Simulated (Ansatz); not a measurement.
**CH4, singlet in 6-31G: errors against full CI**

Geometry: a PBE0/def2-TZVP stationary point for this spin, not checked as a minimum.

```xyz
5

C     0.0000    0.0000    0.0000
H     0.6280    0.6300    0.6292
H    -0.6316   -0.6267    0.6289
H    -0.6266    0.6282   -0.6325
H     0.6301   -0.6314   -0.6257
```

Basis 6-31G; Ansatz 0.2.0. Correlated methods freeze the noble-gas cores, which leaves 8 electrons in 16 orbitals. R marks a restricted (for open shells ROHF) determinant. Active spaces: valence = (8e, 8o) chosen from the atoms' valence shells.

Full CI is exact within this basis and frozen core; it isn't the basis-set limit.

```
UHF ⟨S²⟩                          : 0.000
T1 diagnostic (RCCSD)             : 0.0037
largest doubles amplitude (RCCSD) : 0.045
```

```tsv
level	E − E(RHF) (eV)
RMP2	-2.6841
RCCSD	-3.2044
RCCSD(T)	-3.2479
```

**Question.** Estimate how far full CI in 6-31G lies from RCCSD(T). The table doesn't fix it; the size of (T) and the diagnostics are the guide.

**Answer.** Full CI in 6-31G lies 0.30 mEh below RCCSD(T), which is 19 % of the (T) step (-1.60 mEh). The diagnostics are small and one determinant leads, so the series closes fast and only a small part of (T) is left.

The other levels:

```json
{"level": "CISD", "E − E(full CI) (mEh)": "6.46", "share of correlation (%)": "94.60", "wall time": "0.15 s"}
{"level": "BCCD(T)", "E − E(full CI) (mEh)": "0.30", "share of correlation (%)": "99.75", "wall time": "0.18 s"}
{"level": "RCCSDT", "E − E(full CI) (mEh)": "0.09", "share of correlation (%)": "99.93", "wall time": "–"}
{"level": "CISDTQ", "E − E(full CI) (mEh)": "0.19", "share of correlation (%)": "99.84", "wall time": "0.75 s"}
{"level": "RCCSDT(Q)", "E − E(full CI) (mEh)": "0.00", "share of correlation (%)": "100.00", "wall time": "0.39 s"}
{"level": "RCCSDTQ", "E − E(full CI) (mEh)": "0.01", "share of correlation (%)": "99.99", "wall time": "1.7 s"}
{"level": "CASSCF (valence space)", "E − E(full CI) (mEh)": "36.89", "share of correlation (%)": "69.18", "wall time": "–"}
{"level": "NEVPT2 (valence space)", "E − E(full CI) (mEh)": "8.71", "share of correlation (%)": "92.72", "wall time": "1.6 s"}
{"level": "MRCISD (valence space)", "E − E(full CI) (mEh)": "0.56", "share of correlation (%)": "99.54", "wall time": "–"}
{"level": "MRCISD+Q (valence space)", "E − E(full CI) (mEh)": "-0.06", "share of correlation (%)": "100.05", "wall time": "2.3 s"}
{"level": "MRCISD+Q(relaxed) (valence space)", "E − E(full CI) (mEh)": "-0.14", "share of correlation (%)": "100.12", "wall time": "2.6 s"}
```

The correlation energy at full CI, counted from RHF, is -3.256 eV. That run took 2.5 s on 1 thread of INTEL XEON PLATINUM 8581C, shared host over 828,944 determinants.

Times hold each run's SCF and search for its determinant on a shared host, so for small cases they say little of a method's own cost; they ran on 1 thread of INTEL XEON PLATINUM 8581C.

The full-CI state has the irrep A1 of C2v, in the program's axes (one component, if the state is degenerate).

Natural occupations of full CI about the gap: 1.981 1.968 1.968 1.968 0.023 0.023 0.023 0.020 0.006 0.006; effectively unpaired electrons, Σ n²(2−n)², 0.02.

Atomization energy (electronic, same basis, no zero-point term; atoms at the same level, unrestricted beside the R rows where the molecule is a closed shell, with restricted open-shell steps beyond CCSDT(Q)) at full CI: 1553.9 kJ/mol. Errors of other levels:

| level | error (kJ/mol) |
| --- | --- |
| RHF | -215.9 |
| RMP2 | -18.3 |
| CISD | -15.3 |
| RCCSD | -3.7 |
| RCCSD(T) | -0.4 |
| BCCD(T) | -0.4 |
| RCCSDT | -0.2 |
| CISDTQ | -0.4 |
| RCCSDT(Q) | 0.0 |
| RCCSDTQ | 0.0 |
| CASSCF (valence space) | -45.0 |
| NEVPT2 (valence space) | -3.2 |
| MRCISD (valence space) | -1.1 |
| MRCISD+Q (valence space) | -0.1 |
| MRCISD+Q(relaxed) (valence space) | 0.1 |

This basis is far from its limit, so the value isn't to be set against a measured one. Truncated CI isn't size-consistent, which counts against it in atomization.
